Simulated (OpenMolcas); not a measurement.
# BNH4 (BH2(NH2)), step by step

Wanted: the energy (UHF/STO-3G), then the energy (CASSCF(2,2)/STO-3G), then the energy (CASPT2(2,2)/STO-3G), then the energy (SC-NEVPT2(2,2)/STO-3G), then the energy (MRCI(2,2)/STO-3G) of BNH4 (BH2(NH2)). 

The results are computed with OpenMolcas 26.06.

**1. Starting point**

BNH4: 6 atoms, total charge 0, spin state singlet. As SMILES, `[H]B([H])N`. The N4–H5 distance was set to 1.762 Å, away from the relaxed value. At this shape a bond of the SMILES string is far longer than usual.

Bond lengths: B1–N4 1.378 Å, B1–H2 1.171 Å, B1–H3 1.171 Å, N4–H6 1.007 Å. Angles: B1–N4–H6 123.7°, H2–B1–N4 118.8°, H3–B1–N4 119.0°, H2–B1–H3 122.1°. A long bond or contact: N4–H5 1.762 Å.

**2. A single-point energy at UHF/STO-3G (run 1)**

File step1.inp:

```
>>> EXPORT MOLCAS_PRINT=2
&GATEWAY
BasLib=$CurrDir
Coord
6
angstrom
B        0.982377       0.709044       0.387039
H        1.970537       0.788194       1.010829
H        0.561827       1.610714      -0.230721
N        0.295037      -0.484826       0.379519
H       -1.199300      -0.750580      -0.515060
H        0.591647      -1.303066       0.885349
Basis=STO-3G
Group=NoSym
&SEWARD
&SCF
UHF
Scramble=0.25
PrOrbitals=1 1
```

The basis set STO-3G is read from a file made from the Basis Set Exchange's data (not shown).

The run is started by

```console
$ export MOLCAS_MEM=1860
$ pymolcas step1.inp > step1.log
```

Standard output:

```text
--- Start Module: gateway ---
[...]
--- Stop Module: gateway /rc=_RC_ALL_IS_WELL_ ---
--- Start Module: seward ---
[...]
      Basis functions           14
--- Stop Module: seward /rc=_RC_ALL_IS_WELL_ ---
--- Start Module: scf ---
[...]
       Convergence after  25 Iterations
[...]
::    Total SCF energy                                -80.2990295967
[...]
      Total spin, S                                     0.4732921085
[...]
      Total electronic charge=   16.000000
      Total            charge=   -0.000000
[...]
      Dipole Moment (debye):
      Origin of the operator (angstrom)=    0.5814    0.0470    0.3696
                   X= -3.9845E-01               Y= -1.4537E+00               Z=  2.8568E-01           Total=  1.5342E+00
      Quadrupole Moment (debye*angstrom):
[...]
--- Stop Module: scf /rc=_RC_ALL_IS_WELL_ ---
[...]
```

It took 2 s on 1 thread of Arm Neoverse V1, shared host; peak memory 0.37 GiB.

**3. A single-point energy at CASSCF(2,2)/STO-3G (run 2)**

File step2.inp:

```
>>> EXPORT MOLCAS_PRINT=2

&GATEWAY
 BasLib
 $CurrDir
 Coord
 6
 angstrom
 B        0.982377       0.709044       0.387039
 H        1.970537       0.788194       1.010829
 H        0.561827       1.610714      -0.230721
 N        0.295037      -0.484826       0.379519
 H       -1.199300      -0.750580      -0.515060
 H        0.591647      -1.303066       0.885349
 Basis
 STO-3G
 Group
 NoSym

&SEWARD

&RASSCF
 FileOrb
 $CurrDir/step1.UnaOrb
 Spin
 1
 Nactel
 2 0 0
 Inactive
 7
 Ras2
 2
 OrbListing
 Nothing
 OrbAppear
 Compact
```

The basis set STO-3G is read from a file made from the Basis Set Exchange's data (not shown).

The run is started by

```console
$ export MOLCAS_MEM=1860
$ pymolcas step2.inp > step2.log
```

Standard output:

```text
--- Start Module: gateway ---
[...]
--- Stop Module: gateway /rc=_RC_ALL_IS_WELL_ ---
--- Start Module: seward ---
[...]
      Basis functions           14
--- Stop Module: seward /rc=_RC_ALL_IS_WELL_ ---
--- Start Module: rasscf ---
[...]
      Number of active orbitals                  2
[...]
      Spin quantum number                      0.0
[...]
      Active orbitals                            2
[...]
      Number of CSFs                             3
[...]
      Number of root(s) required                 1
[...]
      Convergence after  9 iterations
[...]
      printout of CI-coefficients larger than  0.05 for root  1
      energy=     -80.337487
      conf/sym  11     Coeff  Weight
             1  20  -0.93808 0.87999
             3  02   0.34642 0.12001
      Natural orbitals and occupation numbers for root  1
      sym 1:   1.759985   0.240015
      ************************************************************************************************************************
      *                                                    Final results                                                     *
[...]
::    RASSCF root number  1 Total energy:    -80.33748689
[...]
      Total electronic charge=   16.000000
      Total            charge=   -0.000000
[...]
      Dipole Moment (debye):
      Origin of the operator (angstrom)=    0.5814    0.0470    0.3696
                   X= -4.6431E-01               Y= -1.4338E+00               Z=  2.3392E-01           Total=  1.5252E+00
      Quadrupole Moment (debye*angstrom):
[...]
--- Stop Module: rasscf /rc=_RC_ALL_IS_WELL_ ---
[...]
```

Wall time 1.6 s (1 thread of Arm Neoverse V1, shared host); peak memory 0.37 GiB.

**4. A single-point energy at CASPT2(2,2)/STO-3G (run 3)**

File step3.input:

```
&GATEWAY
  BasLib=$CurrDir
  Coord
  6
  angstrom
  B        0.982377       0.709044       0.387039
  H        1.970537       0.788194       1.010829
  H        0.561827       1.610714      -0.230721
  N        0.295037      -0.484826       0.379519
  H       -1.199300      -0.750580      -0.515060
  H        0.591647      -1.303066       0.885349
  Basis=STO-3G
  Group=NoSym

&SEWARD

&RASSCF
  FileOrb=$CurrDir/step2.RasOrb
  Spin=1
  Nactel=2 0 0
  Inactive=7
  Ras2=2
  OrbListing=Nothing
  OrbAppear=Compact

&CASPT2
  Imaginary=0.1
  Frozen=2
```

The basis set STO-3G is read from a file made from the Basis Set Exchange's data (not shown).

The run is started by

```console
$ export MOLCAS_MEM=1860
$ pymolcas step3.input > step3.log
```

Standard output:

```text
--- Start Module: gateway ---
[...]
--- Stop Module: gateway /rc=_RC_ALL_IS_WELL_ ---
[...]
      Basis functions           14
[...]
--- Start Module: rasscf ---
[...]
      Number of active orbitals                  2
[...]
      Spin quantum number                      0.0
[...]
      Active orbitals                            2
[...]
      Number of CSFs                             3
[...]
      Number of root(s) required                 1
[...]
      Convergence after  4 iterations
[...]
      printout of CI-coefficients larger than  0.05 for root  1
      energy=     -80.337487
      conf/sym  11     Coeff  Weight
             1  20  -0.93808 0.87999
             3  02   0.34642 0.12001
      Natural orbitals and occupation numbers for root  1
      sym 1:   1.759986   0.240014
      ************************************************************************************************************************
      *                                                    Final results                                                     *
[...]
::    RASSCF root number  1 Total energy:    -80.33748689
[...]
      Total electronic charge=   16.000000
      Total            charge=   -0.000000
[...]
      Dipole Moment (debye):
      Origin of the operator (angstrom)=    0.5814    0.0470    0.3696
                   X= -4.6432E-01               Y= -1.4339E+00               Z=  2.3391E-01           Total=  1.5252E+00
      Quadrupole Moment (debye*angstrom):
[...]
--- Stop Module: rasscf /rc=_RC_ALL_IS_WELL_ ---
--- Start Module: caspt2 ---
[...]
 ###    WARNING: User changed nr of frozen orbitals.                         ###
 ###############################################################################
[...]
      E2 (Variational):          -0.0809773264
      Total energy:             -80.4184642192
[...]
      Reference weight:           0.96508
[...]
::    CASPT2 Root  1     Total energy:    -80.41846422
[...]
--- Stop Module: caspt2 /rc=_RC_ALL_IS_WELL_ ---
[...]
```

It took 1.7 s on 1 thread of Arm Neoverse V1, shared host; peak memory 0.37 GiB.

**5. A single-point energy at SC-NEVPT2(2,2)/STO-3G (run 4)**

File step4.input:

```
&GATEWAY
 BASLIB=$CurrDir
 COORD
 6
 angstrom
 B        0.982377       0.709044       0.387039
 H        1.970537       0.788194       1.010829
 H        0.561827       1.610714      -0.230721
 N        0.295037      -0.484826       0.379519
 H       -1.199300      -0.750580      -0.515060
 H        0.591647      -1.303066       0.885349
 BASIS=STO-3G
 GROUP=NoSym

&SEWARD

&RASSCF
 FILEORB=$CurrDir/step2.RasOrb
 SPIN=1
 NACTEL=2 0 0
 INACTIVE=7
 RAS2=2
 ORBLISTING=Nothing
 ORBAPPEAR=Compact

&CASPT2
 SC-NEVPT2
 FROZEN=2
```

The basis set STO-3G is read from a file made from the Basis Set Exchange's data (not shown).

The run is started by

```console
$ export MOLCAS_MEM=1860
$ pymolcas step4.input > step4.log
```

Standard output:

```text
--- Start Module: gateway ---
[...]
--- Stop Module: gateway /rc=_RC_ALL_IS_WELL_ ---
[...]
      Basis functions           14
[...]
--- Start Module: rasscf ---
[...]
      Number of active orbitals                  2
[...]
      Spin quantum number                      0.0
[...]
      Active orbitals                            2
[...]
      Number of CSFs                             3
[...]
      Number of root(s) required                 1
[...]
      Convergence after  4 iterations
[...]
      printout of CI-coefficients larger than  0.05 for root  1
      energy=     -80.337487
      conf/sym  11     Coeff  Weight
             1  20  -0.93808 0.87999
             3  02   0.34642 0.12001
      Natural orbitals and occupation numbers for root  1
      sym 1:   1.759986   0.240014
      ************************************************************************************************************************
      *                                                    Final results                                                     *
[...]
::    RASSCF root number  1 Total energy:    -80.33748689
[...]
      Total electronic charge=   16.000000
      Total            charge=   -0.000000
[...]
      Dipole Moment (debye):
      Origin of the operator (angstrom)=    0.5814    0.0470    0.3696
                   X= -4.6432E-01               Y= -1.4339E+00               Z=  2.3391E-01           Total=  1.5252E+00
      Quadrupole Moment (debye*angstrom):
[...]
--- Stop Module: rasscf /rc=_RC_ALL_IS_WELL_ ---
--- Start Module: caspt2 ---
[...]
 ###    WARNING: User changed nr of frozen orbitals.                         ###
 ###############################################################################
[...]
      E2 (Variational):          -0.0802493368
[...]
      E2 (Variational):          -0.0801303567
      Total energy:             -80.4176172495
[...]
      Reference weight:           0.96549
[...]
::    SC-NEVPT2 Root  1     Total energy:    -80.41761725
[...]
--- Stop Module: caspt2 /rc=_RC_ALL_IS_WELL_ ---
[...]
```

Run time: 1.6 s. Hardware: 1 thread of Arm Neoverse V1, shared host; peak memory 0.37 GiB.

**6. The energy at MRCI(2,2)/STO-3G (run 5)**

File step5.input:

```
* BH4N MRCI
&GATEWAY
BasLib=$CurrDir
Coord
6
angstrom
B        0.982377       0.709044       0.387039
H        1.970537       0.788194       1.010829
H        0.561827       1.610714      -0.230721
N        0.295037      -0.484826       0.379519
H       -1.199300      -0.750580      -0.515060
H        0.591647      -1.303066       0.885349
Basis=STO-3G
Group=NoSym
&SEWARD
&RASSCF
FileOrb=$CurrDir/step2.RasOrb
Spin=1
Nactel=2 0 0
Inactive=7
Ras2=2
OrbListing=Nothing
OrbAppear=Compact
&MOTRA
LumOrb
Frozen=2
&GUGA
Electrons=12
Spin=1
Inactive=5
Active=2
CIAll=1
&MRCI
SDCI
```

The basis set STO-3G is read from a file made from the Basis Set Exchange's data (not shown).

The run is started by

```console
$ export MOLCAS_MEM=1860
$ pymolcas step5.input > step5.log
```

Standard output:

```text
--- Start Module: gateway ---
[...]
--- Stop Module: gateway /rc=_RC_ALL_IS_WELL_ ---
[...]
      Basis functions           14
[...]
      Number of active orbitals                  2
[...]
      Spin quantum number                      0.0
[...]
      Active orbitals                            2
[...]
      Number of CSFs                             3
[...]
      Number of root(s) required                 1
[...]
      Convergence after  4 iterations
[...]
      printout of CI-coefficients larger than  0.05 for root  1
      energy=     -80.337487
      conf/sym  11     Coeff  Weight
             1  20  -0.93808 0.87999
             3  02   0.34642 0.12001
      Natural orbitals and occupation numbers for root  1
      sym 1:   1.759986   0.240014
      ************************************************************************************************************************
      *                                                    Final results                                                     *
[...]
::    RASSCF root number  1 Total energy:    -80.33748689
[...]
      Dipole Moment (debye):
      Origin of the operator (angstrom)=    0.5814    0.0470    0.3696
                   X= -4.6432E-01               Y= -1.4339E+00               Z=  2.3391E-01           Total=  1.5252E+00
      Quadrupole Moment (debye*angstrom):
[...]
      *** WARNING: Default frozen orbitals is overwritten by user input.
      *** Default values:   2
[...]
--- Start Module: guga ---
[...]
--- Stop Module: guga /rc=_RC_ALL_IS_WELL_ ---
--- Start Module: mrci ---
[...]
       (But an ACPF correction will be computed)
       USE THE DEFAULT ACPF G-VALUE GFAC=  0.16666666666666666
[...]
                      CI ENERGY:   -80.43925644
[...]
                ACPF CORRECTION:    -0.00591402
[...]
      Total electronic charge=   16.000000
      Total            charge=    0.000000
[...]
     ACPF CORRECTION:     -0.00591402
[...]
  CI State   1     Total energy:    -80.43925644     QDav:     -0.00718028     QACPF:     -0.00591402
[...]
--- Stop Module: mrci /rc=_RC_ALL_IS_WELL_ ---
[...]
```

It took 1.8 s on 1 thread of Arm Neoverse V1, shared host; peak memory 0.37 GiB.

**7. Outcome**

```
                                                    quantity         value
                             run 1, UHF/STO-3G: total energy  -80.29903 Eh
                            run 1, UHF/STO-3G: dipole moment        1.53 D
                              run 1, UHF/STO-3G: HOMO energy      -9.38 eV
                              run 1, UHF/STO-3G: LUMO energy       6.63 eV
                            run 1, UHF/STO-3G: HOMO–LUMO gap      16.00 eV
                                     run 1, UHF/STO-3G: ⟨S²⟩         0.697
                     run 2, CASSCF(2,2)/STO-3G: total energy  -80.33749 Eh
   run 2, CASSCF(2,2)/STO-3G: dipole moment (CASSCF density)        1.53 D
                     run 3, CASPT2(2,2)/STO-3G: total energy  -80.41846 Eh
   run 3, CASPT2(2,2)/STO-3G: dipole moment (CASSCF density)        1.53 D
                  run 4, SC-NEVPT2(2,2)/STO-3G: total energy  -80.41762 Eh
run 4, SC-NEVPT2(2,2)/STO-3G: dipole moment (CASSCF density)        1.53 D
                       run 5, MRCI(2,2)/STO-3G: total energy  -80.43926 Eh
     run 5, MRCI(2,2)/STO-3G: dipole moment (CASSCF density)        1.53 D
```

**Reading.** ⟨S²⟩ (run 1, UHF/STO-3G) is 0.70 where a pure singlet has 0.00: the reference is spin-contaminated. Mulliken charges (run 2, CASSCF(2,2)/STO-3G) run from -0.34 on N4 to +0.25 on B1. Mulliken charges (run 3, CASPT2(2,2)/STO-3G) of the CASSCF density run from -0.34 on N4 to +0.25 on B1. Mulliken charges (run 4, SC-NEVPT2(2,2)/STO-3G) of the CASSCF density run from -0.34 on N4 to +0.25 on B1.
